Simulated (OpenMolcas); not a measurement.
**BH2 (boron dihydride), step by step**

We compute the energy (UHF/3-21G), then a single-point energy (CASSCF(3,3)/3-21G), then a single-point energy (CASPT2(3,3)/3-21G), then a single-point energy (SC-NEVPT2(3,3)/3-21G), then a single-point energy (MRCI(3,3)/3-21G) of BH2 (boron dihydride). 

The calculation is run with OpenMolcas 26.06.

1 further run of the same task is left out (set aside as unsound or not needed).

### Step 1. The molecule

BH2 has 3 atoms, charge 0, and is taken as a doublet. As SMILES, `[BH2]`. The B1–H3 distance was set to 2.029 Å, away from the relaxed value. At this shape a bond of the SMILES string is far longer than usual.

Bond lengths: B1–H2 1.159 Å.

### Step 2. A single-point energy at UHF/3-21G (run 1)

File step1.inp:

```
&GATEWAY
  BasLib=$CurrDir
  Coord
  3
  bohr
  B      1.63863632     0.61118845     0.97765359
  H      1.67110182     2.78730257     1.22773995
  H     -1.02585672    -1.54785577    -0.73629399
  Basis=3-21G
  Group=NoSym

&SEWARD

&SCF
  UHF
  Spin=2
  Scramble=0.25
  PrOrbitals=1 1
```

The basis set 3-21G is read from a file made from the Basis Set Exchange's data (not shown).

The run is started by

```
$ export MOLCAS_MEM=1860
$ pymolcas step1.inp > step1.log
```

Log:

```text
--- Start Module: gateway ---
[...]
--- Stop Module: gateway /rc=_RC_ALL_IS_WELL_ ---
--- Start Module: seward ---
[...]
      Basis functions           13
--- Stop Module: seward /rc=_RC_ALL_IS_WELL_ ---
--- Start Module: scf ---
[...]
       Convergence after  29 Iterations
[...]
::    Total SCF energy                                -25.5010519776
[...]
      Total spin, S                                     0.6212075494
[...]
      Total electronic charge=    7.000000
      Total            charge=   -0.000000
[...]
      Dipole Moment (debye):
      Origin of the operator (angstrom)=    0.7594    0.3241    0.4574
                   X=  3.0255E-01               Y=  1.1228E+00               Z=  2.8819E-01           Total=  1.1980E+00
      Quadrupole Moment (debye*angstrom):
[...]
--- Stop Module: scf /rc=_RC_ALL_IS_WELL_ ---
[...]
```

Wall time 2 s (1 thread of Arm Neoverse V1, shared host); peak memory 0.37 GiB.

### Step 3. The energy at CASSCF(3,3)/3-21G (run 2)

File step2.input:

```
>>> EXPORT MOLCAS_PRINT=2

&GATEWAY
  BasLib=$CurrDir
  Coord
  3
  bohr
  B      1.63863632     0.61118845     0.97765359
  H      1.67110182     2.78730257     1.22773995
  H     -1.02585672    -1.54785577    -0.73629399
  Basis=3-21G
  Group=NoSym

&SEWARD

&RASSCF
  FileOrb=$CurrDir/step1.UnaOrb
  Spin=2
  Nactel=3 0 0
  Inactive=2
  Ras2=3
  OrbListing=Nothing
```

The basis set 3-21G is read from a file made from the Basis Set Exchange's data (not shown).

The run is started by

```
$ export MOLCAS_MEM=1860
$ pymolcas step2.input > step2.log
```

Log:

```text
--- Start Module: gateway ---
[...]
--- Stop Module: gateway /rc=_RC_ALL_IS_WELL_ ---
--- Start Module: seward ---
[...]
      Basis functions           13
--- Stop Module: seward /rc=_RC_ALL_IS_WELL_ ---
--- Start Module: rasscf ---
[...]
      Number of active orbitals                  3
[...]
      Spin quantum number                      0.5
[...]
      Active orbitals                            3
[...]
      Number of CSFs                             8
[...]
      Number of root(s) required                 1
[...]
      Convergence after 10 iterations
[...]
      printout of CI-coefficients larger than  0.05 for root  1
      energy=     -25.530810
      conf/sym  111     Coeff  Weight
             1  2u0   0.96238 0.92617
             5  02u   0.10864 0.01180
             7  u02  -0.10001 0.01000
             8  0u2   0.22417 0.05025
      Natural orbitals and occupation numbers for root  1
      sym 1:   1.864850   1.001703   0.133447
      ************************************************************************************************************************
      *                                                    Final results                                                     *
[...]
::    RASSCF root number  1 Total energy:    -25.53081018
[...]
      Total electronic charge=    7.000000
      Total            charge=   -0.000000
[...]
      Dipole Moment (debye):
      Origin of the operator (angstrom)=    0.7594    0.3241    0.4574
                   X=  2.8936E-01               Y=  7.4310E-01               Z=  2.4023E-01           Total=  8.3285E-01
      Quadrupole Moment (debye*angstrom):
[...]
--- Stop Module: rasscf /rc=_RC_ALL_IS_WELL_ ---
[...]
```

Run time: 1.8 s. Hardware: 1 thread of Arm Neoverse V1, shared host; peak memory 0.37 GiB.

### Step 4. A single-point energy at CASPT2(3,3)/3-21G (run 3)

File step3.input:

```
>>> EXPORT MOLCAS_PRINT=2
&GATEWAY
BasLib=$CurrDir
Coord
3
bohr
B      1.63863632     0.61118845     0.97765359
H      1.67110182     2.78730257     1.22773995
H     -1.02585672    -1.54785577    -0.73629399
Basis=3-21G
Group=NoSym
&SEWARD
&RASSCF
FileOrb=$CurrDir/step2.RasOrb
Spin=2
Nactel=3 0 0
Inactive=2
Ras2=3
OrbListing=Nothing
&CASPT2
Imaginary=0.1
Frozen=1
```

The basis set 3-21G is read from a file made from the Basis Set Exchange's data (not shown).

The run is started by

```
$ export MOLCAS_MEM=1860
$ pymolcas step3.input > step3.log
```

Log:

```text
--- Start Module: gateway ---
[...]
--- Stop Module: gateway /rc=_RC_ALL_IS_WELL_ ---
[...]
      Basis functions           13
[...]
--- Start Module: rasscf ---
[...]
      Number of active orbitals                  3
[...]
      Spin quantum number                      0.5
[...]
      Active orbitals                            3
[...]
      Number of CSFs                             8
[...]
      Number of root(s) required                 1
[...]
      Convergence after  4 iterations
[...]
      printout of CI-coefficients larger than  0.05 for root  1
      energy=     -25.530810
      conf/sym  111     Coeff  Weight
             1  2u0   0.96238 0.92617
             5  02u   0.10864 0.01180
             7  u02  -0.10001 0.01000
             8  0u2   0.22417 0.05025
      Natural orbitals and occupation numbers for root  1
      sym 1:   1.864852   1.001704   0.133444
      ************************************************************************************************************************
      *                                                    Final results                                                     *
[...]
::    RASSCF root number  1 Total energy:    -25.53081018
[...]
      Total electronic charge=    7.000000
      Total            charge=   -0.000000
[...]
      Dipole Moment (debye):
      Origin of the operator (angstrom)=    0.7594    0.3241    0.4574
                   X=  2.8936E-01               Y=  7.4308E-01               Z=  2.4026E-01           Total=  8.3284E-01
      Quadrupole Moment (debye*angstrom):
[...]
--- Stop Module: rasscf /rc=_RC_ALL_IS_WELL_ ---
--- Start Module: caspt2 ---
[...]
      E2 (Variational):          -0.0268956213
      Total energy:             -25.5577058018
[...]
      Reference weight:           0.98691
[...]
::    CASPT2 Root  1     Total energy:    -25.55770580
[...]
```

It took 1.7 s on 1 thread of Arm Neoverse V1, shared host; peak memory 0.37 GiB.

### Step 5. The energy at SC-NEVPT2(3,3)/3-21G (run 4)

File step4.input:

```
&GATEWAY
  BasLib
  $CurrDir
  Coord
  3
  bohr
  B      1.63863632     0.61118845     0.97765359
  H      1.67110182     2.78730257     1.22773995
  H     -1.02585672    -1.54785577    -0.73629399
  Basis
  3-21G
  Group
  NoSym

&SEWARD

&RASSCF
  FileOrb
  $CurrDir/step2.RasOrb
  Spin
  2
  Nactel
  3 0 0
  Inactive
  2
  Ras2
  3
  OrbListing
  Nothing

&CASPT2
  SC-NEVPT2
  Frozen
  1
```

The basis set 3-21G is read from a file made from the Basis Set Exchange's data (not shown).

The run is started by

```
$ export MOLCAS_MEM=1860
$ pymolcas step4.input > step4.log
```

Log:

```text
--- Start Module: gateway ---
[...]
--- Stop Module: gateway /rc=_RC_ALL_IS_WELL_ ---
[...]
      Basis functions           13
[...]
--- Start Module: rasscf ---
[...]
      Number of active orbitals                  3
[...]
      Spin quantum number                      0.5
[...]
      Active orbitals                            3
[...]
      Number of CSFs                             8
[...]
      Number of root(s) required                 1
[...]
      Convergence after  4 iterations
[...]
      printout of CI-coefficients larger than  0.05 for root  1
      energy=     -25.530810
      conf/sym  111     Coeff  Weight
             1  2u0   0.96238 0.92617
             5  02u   0.10864 0.01180
             7  u02  -0.10001 0.01000
             8  0u2   0.22417 0.05025
      Natural orbitals and occupation numbers for root  1
      sym 1:   1.864852   1.001704   0.133444
      ************************************************************************************************************************
      *                                                    Final results                                                     *
[...]
::    RASSCF root number  1 Total energy:    -25.53081018
[...]
      Total electronic charge=    7.000000
      Total            charge=   -0.000000
[...]
      Dipole Moment (debye):
      Origin of the operator (angstrom)=    0.7594    0.3241    0.4574
                   X=  2.8936E-01               Y=  7.4308E-01               Z=  2.4026E-01           Total=  8.3284E-01
      Quadrupole Moment (debye*angstrom):
[...]
--- Stop Module: rasscf /rc=_RC_ALL_IS_WELL_ ---
[...]
      E2 (Variational):          -0.0259382830
[...]
      E2 (Variational):          -0.0258555103
      Total energy:             -25.5566656907
[...]
      Reference weight:           0.98790
[...]
::    SC-NEVPT2 Root  1     Total energy:    -25.55666569
[...]
```

It took 1.7 s on 1 thread of Arm Neoverse V1, shared host; peak memory 0.37 GiB.

### Step 6. The energy at MRCI(3,3)/3-21G (run 5)

File step5.inp:

```
&GATEWAY
 BasLib
 $CurrDir
 Coord
 3
 bohr
 B      1.63863632     0.61118845     0.97765359
 H      1.67110182     2.78730257     1.22773995
 H     -1.02585672    -1.54785577    -0.73629399
 Basis
 3-21G
 Group
 NoSym

&SEWARD

&RASSCF
 FileOrb
 $CurrDir/step2.RasOrb
 Spin
 2
 Nactel
 3 0 0
 Inactive
 2
 Ras2
 3
 OrbListing
 Nothing

&MOTRA
 LumOrb
 Frozen
 1

&GUGA
 Electrons
 5
 Spin
 2
 Inactive
 1
 Active
 3
 CIAll
 1

&MRCI
 SDCI
```

The basis set 3-21G is read from a file made from the Basis Set Exchange's data (not shown).

The run is started by

```
$ export MOLCAS_MEM=1860
$ pymolcas step5.inp > step5.log
```

Log:

```text
--- Start Module: gateway ---
[...]
      Basis functions           13
[...]
      Number of active orbitals                  3
[...]
      Spin quantum number                      0.5
[...]
      Active orbitals                            3
[...]
      Number of CSFs                             8
[...]
      Number of root(s) required                 1
[...]
      Convergence after  4 iterations
[...]
      printout of CI-coefficients larger than  0.05 for root  1
      energy=     -25.530810
      conf/sym  111     Coeff  Weight
             1  2u0   0.96238 0.92617
             5  02u   0.10864 0.01180
             7  u02  -0.10001 0.01000
             8  0u2   0.22417 0.05025
      Natural orbitals and occupation numbers for root  1
      sym 1:   1.864852   1.001704   0.133444
      ************************************************************************************************************************
      *                                                    Final results                                                     *
[...]
::    RASSCF root number  1 Total energy:    -25.53081018
[...]
      Dipole Moment (debye):
      Origin of the operator (angstrom)=    0.7594    0.3241    0.4574
                   X=  2.8936E-01               Y=  7.4308E-01               Z=  2.4026E-01           Total=  8.3284E-01
      Quadrupole Moment (debye*angstrom):
[...]
--- Start Module: guga ---
[...]
       (But an ACPF correction will be computed)
       USE THE DEFAULT ACPF G-VALUE GFAC=  0.40000000000000002
[...]
                      CI ENERGY:   -25.56859304
[...]
                ACPF CORRECTION:    -0.00071827
[...]
      Total electronic charge=    7.000000
      Total            charge=   -0.000000
[...]
     ACPF CORRECTION:     -0.00071827
[...]
  CI State   1     Total energy:    -25.56859304     QDav:     -0.00121248     QACPF:     -0.00071827
[...]
```

Wall time 1.8 s (1 thread of Arm Neoverse V1, shared host); peak memory 0.37 GiB.

### Step 7. What came out

| quantity | value |
| --- | --- |
| run 1, UHF/3-21G: total energy | -25.50105 Eh |
| run 1, UHF/3-21G: dipole moment | 1.20 D |
| run 1, UHF/3-21G: HOMO energy (highest over α and β) | -9.82 eV |
| run 1, UHF/3-21G: LUMO energy (lowest over α and β) | 1.67 eV |
| run 1, UHF/3-21G: ⟨S²⟩ | 1.007 |
| run 2, CASSCF(3,3)/3-21G: total energy | -25.53081 Eh |
| run 2, CASSCF(3,3)/3-21G: dipole moment (CASSCF density) | 0.83 D |
| run 3, CASPT2(3,3)/3-21G: total energy | -25.55771 Eh |
| run 3, CASPT2(3,3)/3-21G: dipole moment (CASSCF density) | 0.83 D |
| run 4, SC-NEVPT2(3,3)/3-21G: total energy | -25.55667 Eh |
| run 4, SC-NEVPT2(3,3)/3-21G: dipole moment (CASSCF density) | 0.83 D |
| run 5, MRCI(3,3)/3-21G: total energy | -25.56859 Eh |
| run 5, MRCI(3,3)/3-21G: dipole moment (CASSCF density) | 0.83 D |

What this shows: ⟨S²⟩ (run 1, UHF/3-21G) is 1.01 where a pure doublet has 0.75: the reference is spin-contaminated. Mulliken charges (run 2, CASSCF(3,3)/3-21G) run from -0.04 on H2 to +0.08 on B1. Mulliken charges (run 3, CASPT2(3,3)/3-21G) of the CASSCF density run from -0.04 on H2 to +0.08 on B1; they depend strongly on the basis.
